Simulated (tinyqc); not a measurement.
Worked calculation: RKS/LDA (VWN5) in the sto-3g basis, for H2F+, spin multiplicity 1. One step of it, computed by the program tinyqc.

Task: Iteration 2: building the Kohn-Sham matrix. J_ij = sum D_kl (ij|kl); F = H + J + V_xc; E = tr D H + tr D J / 2 + E_xc + E_nn.

D after iteration 1:
```
            1F 1s      1F 2s     1F 2px     1F 2py     1F 2pz      2H 1s      3H 1s
1F 1s    2.116444  -0.488258   0.011212   0.028220  -0.019470  -0.011423  -0.014717
1F 2s   -0.488258   2.062862  -0.068746  -0.170371   0.140666  -0.006445   0.041896
1F 2px   0.011212  -0.068746   1.976359  -0.105565  -0.003303   0.235374  -0.049221
1F 2py   0.028220  -0.170371  -0.105565   1.817751   0.006413   0.342732   0.113845
1F 2pz  -0.019470   0.140666  -0.003303   0.006413   2.075645  -0.262806  -0.152406
2H 1s   -0.011423  -0.006445   0.235374   0.342732  -0.262806   0.132638   0.036994
3H 1s   -0.014717   0.041896  -0.049221   0.113845  -0.152406   0.036994   0.021160
```

core Hamiltonian H = T + V (hartree):
```
             1F 1s       1F 2s     1F 2px     1F 2py     1F 2pz      2H 1s      3H 1s
1F 1s   -40.998897   -9.621443   0.000000   0.000431  -0.010418  -1.302835  -1.383338
1F 2s    -9.621443  -11.475113   0.000000   0.005013  -0.128435  -3.061188  -3.206865
1F 2px    0.000000    0.000000  -9.121389   0.000000   0.000000   0.000000   0.000000
1F 2py    0.000431    0.005013   0.000000  -9.237651   0.001997  -1.839010   1.911579
1F 2pz   -0.010418   -0.128435   0.000000   0.001997  -9.157303  -1.051632  -1.092840
2H 1s    -1.302835   -3.061188   0.000000  -1.839010  -1.051632  -4.986897  -0.954903
3H 1s    -1.383338   -3.206865   0.000000   1.911579  -1.092840  -0.954903  -5.076272
```

Two-electron integrals (ij|kl) in chemists' order, unique and non-zero (hartree):
```
(11|11) 5.403501    (21|11) 0.841920    (21|21) 0.156299    (22|11) 1.268028
(22|21) 0.292344    (22|22) 0.926167    (31|31) 0.027998    (32|31) 0.043169
(32|32) 0.204588    (33|11) 1.264502    (33|21) 0.292403    (33|22) 0.925959
(33|33) 0.997514    (41|41) 0.027998    (42|41) 0.043169    (42|42) 0.204588
(43|43) 0.053770    (44|11) 1.264502    (44|21) 0.292403    (44|22) 0.925959
(44|33) 0.889973    (44|44) 0.997514    (51|51) 0.027998    (52|51) 0.043169
(52|52) 0.204588    (53|53) 0.053770    (54|54) 0.053770    (55|11) 1.264502
(55|21) 0.292403    (55|22) 0.925959    (55|33) 0.889973    (55|44) 0.889973
(55|55) 0.997514    (61|11) 0.114557    (61|21) 0.021097    (61|22) 0.039241
(61|33) 0.039180    (61|41) 0.000753    (61|42) 0.001417    (61|44) 0.039324
(61|51) 0.000419    (61|52) 0.000787    (61|54) 0.000080    (61|55) 0.039224
(61|61) 0.002877    (62|11) 0.301091    (62|21) 0.070396    (62|22) 0.250117
(62|33) 0.246394    (62|41) 0.004198    (62|42) 0.033263    (62|44) 0.254740
(62|51) 0.002333    (62|52) 0.018484    (62|54) 0.004638    (62|55) 0.248971
(62|61) 0.009649    (62|62) 0.084364    (63|31) 0.007236    (63|32) 0.043381
(63|43) 0.006936    (63|53) 0.003854    (63|63) 0.012287    (64|11) 0.183145
(64|21) 0.043356    (64|22) 0.164886    (64|33) 0.157919    (64|41) 0.009492
(64|42) 0.064083    (64|44) 0.177017    (64|51) 0.001253    (64|52) 0.011504
(64|54) 0.006758    (64|55) 0.159532    (64|61) 0.006182    (64|62) 0.068264
(64|64) 0.067125    (65|11) 0.101768    (65|21) 0.024092    (65|22) 0.091622
(65|33) 0.087751    (65|41) 0.001253    (65|42) 0.011504    (65|44) 0.090655
(65|51) 0.007933    (65|52) 0.049773    (65|54) 0.008550    (65|55) 0.096356
(65|61) 0.003435    (65|62) 0.037933    (65|64) 0.030472    (65|65) 0.029219
(66|11) 0.471039    (66|21) 0.111924    (66|22) 0.459385    (66|33) 0.444188
(66|41) 0.008047    (66|42) 0.090632    (66|44) 0.478647    (66|51) 0.004472
(66|52) 0.050362    (66|54) 0.019148    (66|55) 0.454828    (66|61) 0.015424
(66|62) 0.202413    (66|64) 0.190558    (66|65) 0.105888    (66|66) 0.774606
(71|11) 0.121695    (71|21) 0.022408    (71|22) 0.041671    (71|33) 0.041606
(71|41) -0.000802   (71|42) -0.001508   (71|44) 0.041759    (71|51) 0.000446
(71|52) 0.000838    (71|54) -0.000085   (71|55) 0.041653    (71|61) 0.003010
(71|62) 0.009929    (71|64) 0.005868    (71|65) 0.003539    (71|66) 0.015750
(71|71) 0.003246    (72|11) 0.315957    (72|21) 0.073856    (72|22) 0.261958
(72|33) 0.258078    (72|41) -0.004405   (72|42) -0.034725   (72|44) 0.266772
(72|51) 0.002449    (72|52) 0.019304    (72|54) -0.004833   (72|55) 0.260765
(72|61) 0.009810    (72|62) 0.070029    (72|64) 0.039356    (72|65) 0.030417
(72|66) 0.134188    (72|71) 0.010750    (72|72) 0.092092    (73|31) 0.007637
(73|32) 0.045610    (73|43) -0.007265   (73|53) 0.004039    (73|63) 0.009820
(73|73) 0.013490    (74|11) -0.190800   (74|21) -0.045163   (74|22) -0.171459
(74|33) -0.164185   (74|41) 0.009989    (74|42) 0.067098    (74|44) -0.184136
(74|51) -0.001307   (74|52) -0.011945   (74|54) 0.007053    (74|55) -0.165860
(74|61) -0.005753   (74|62) -0.038962   (74|64) -0.012494   (74|65) -0.016617
(74|66) -0.068866   (74|71) -0.006843   (74|72) -0.073958   (74|74) 0.072445
(75|11) 0.106068    (75|21) 0.025106    (75|22) 0.095316    (75|33) 0.091272
(75|41) -0.001307   (75|42) -0.011945   (75|44) 0.094286    (75|51) 0.008364
(75|52) 0.052251    (75|54) -0.008940   (75|55) 0.100281    (75|61) 0.003474
(75|62) 0.030269    (75|64) 0.016694    (75|65) 0.022811    (75|66) 0.063665
(75|71) 0.003804    (75|72) 0.041114    (75|74) -0.032774   (75|75) 0.031709
(76|11) 0.087219    (76|21) 0.020583    (76|22) 0.079625    (76|33) 0.078267
(76|41) 0.000008    (76|42) 0.000106    (76|44) 0.080006    (76|51) 0.001096
(76|52) 0.010481    (76|54) 0.000020    (76|55) 0.080520    (76|61) 0.002786
(76|62) 0.026422    (76|64) 0.018852    (76|65) 0.013591    (76|66) 0.067399
(76|71) 0.002958    (76|72) 0.027484    (76|74) -0.019362   (76|75) 0.014049
(76|76) 0.010301    (77|11) 0.480932    (77|21) 0.114255    (77|22) 0.467945
(77|33) 0.452273    (77|41) -0.008331   (77|42) -0.093086   (77|44) 0.487797
(77|51) 0.004631    (77|52) 0.051747    (77|54) -0.019748   (77|55) 0.463251
(77|61) 0.015138    (77|62) 0.130385    (77|64) 0.067480    (77|65) 0.062239
(77|66) 0.277149    (77|71) 0.016727    (77|72) 0.213561    (77|74) -0.199444
(77|75) 0.110873    (77|76) 0.067399    (77|77) 0.774606
```

nuclear repulsion = 9.04355469 hartree

V_xc (hartree):
```
            1F 1s      1F 2s     1F 2px     1F 2py     1F 2pz      2H 1s      3H 1s
1F 1s   -3.199778  -0.468032   0.000410   0.000914  -0.000732  -0.064243  -0.068315
1F 2s   -0.468032  -0.936727   0.002124   0.002500  -0.002366  -0.228109  -0.232225
1F 2px   0.000410   0.002124  -0.929192   0.002966  -0.000403   0.000137   0.000074
1F 2py   0.000914   0.002500   0.002966  -0.921836  -0.001950  -0.143776   0.138923
1F 2pz  -0.000732  -0.002366  -0.000403  -0.001950  -0.930065  -0.080029  -0.077756
2H 1s   -0.064243  -0.228109   0.000137  -0.143776  -0.080029  -0.335033  -0.058545
3H 1s   -0.068315  -0.232225   0.000074   0.138923  -0.077756  -0.058545  -0.252949
```

E_xc = sum of w rho eps_xc = -10.43902674 hartree

Give: Coulomb J; Kohn-Sham matrix F; total energy of this density.

Result:

Coulomb J (hartree):
```
         1F 1s   1F 2s  1F 2px  1F 2py  1F 2pz   2H 1s   3H 1s
1F 1s   20.744   3.971  -0.003  -0.004   0.006   0.536   0.570
1F 2s    3.971   9.834  -0.011  -0.004   0.029   2.590   2.702
1F 2px  -0.003  -0.011   9.825  -0.007   0.001  -0.002  -0.001
1F 2py  -0.004  -0.004  -0.007   9.820   0.007   1.685  -1.736
1F 2pz   0.006   0.029   0.001   0.007   9.831   0.942   0.972
2H 1s    0.536   2.590  -0.002   1.685   0.942   4.672   0.809
3H 1s    0.570   2.702  -0.001  -1.736   0.972   0.809   4.667
```

Kohn-Sham matrix F (hartree):
```
          1F 1s   1F 2s  1F 2px  1F 2py  1F 2pz   2H 1s   3H 1s
1F 1s   -23.455  -6.119  -0.002  -0.003  -0.005  -0.831  -0.882
1F 2s    -6.119  -2.578  -0.009   0.004  -0.102  -0.699  -0.737
1F 2px   -0.002  -0.009  -0.226  -0.004   0.001  -0.002  -0.001
1F 2py   -0.003   0.004  -0.004  -0.340   0.007  -0.298   0.315
1F 2pz   -0.005  -0.102   0.001   0.007  -0.256  -0.190  -0.199
2H 1s    -0.831  -0.699  -0.002  -0.298  -0.190  -0.650  -0.205
3H 1s    -0.882  -0.737  -0.001   0.315  -0.199  -0.205  -0.662
```

total energy of this density = -97.79132 hartree
